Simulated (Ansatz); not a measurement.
# Which is lower?

Two isomers of MgBSiH5, closed shell, relaxed at PBE0-D4/def2-TZVP (vibrations not checked).

A:

```
8
angstrom
B -1.7566 1.5942 -1.4522
Mg -0.3137 0.2833 -0.2584
Si 1.3231 -1.2012 1.0940
H -2.6484 1.1535 -2.1290
H -1.7022 2.7960 -1.4686
H 1.2147 -1.0101 2.5746
H 1.1210 -2.6673 0.8705
H 2.7621 -0.9483 0.7691
```

B:

Mg1  (-1.259, 1.257, -1.782)
B2  (-1.249, 0.437, 0.347)
Si3  (0.333, -0.478, 1.158)
H4  (-1.245, 1.874, -3.378)
H5  (-2.249, 0.438, 1.016)
H6  (0.415, -0.573, 2.645)
H7  (0.195, -1.875, 0.626)
H8  (1.650, 0.027, 0.670)
(Å)

Ansatz 0.2.0; basis: def2-TZVPP; cores frozen in the correlated methods. The outer core shell of Li, Na, Mg and K is correlated. The def2 sets are not built for correlating such inner shells, so the correlated values are less sure here. B3LYP uses VWN-RPA correlation.

(1) Which structure is lower at CCSD(T), and by how much? (Judge from chemistry; the value comes from the calculation.)

The T1 diagnostic stays at or below 0.011.

Answers

(1) The calculation gives: A, by 0.318 eV (electronic energy, against the other). By their contacts, A is MgBSiH₅ ([BH2][Mg][SiH3]) and B is MgBSiH₅ ([MgH][BH][SiH3]).

All methods give the same order:

| method | E(B) − E(A) (eV) |
| --- | --- |
| PBE-D4 | 0.288 |
| r2SCAN-D4 | 0.275 |
| PBE0-D4 | 0.309 |
| B3LYP-D4 | 0.281 |
| wB97M-V | 0.275 |
| HF | 0.353 |
| MP2 | 0.312 |
| CCSD | 0.326 |
| CCSD(T) | 0.318 |

Labels in which every atom is bracketed show which atoms are joined, not bond orders.
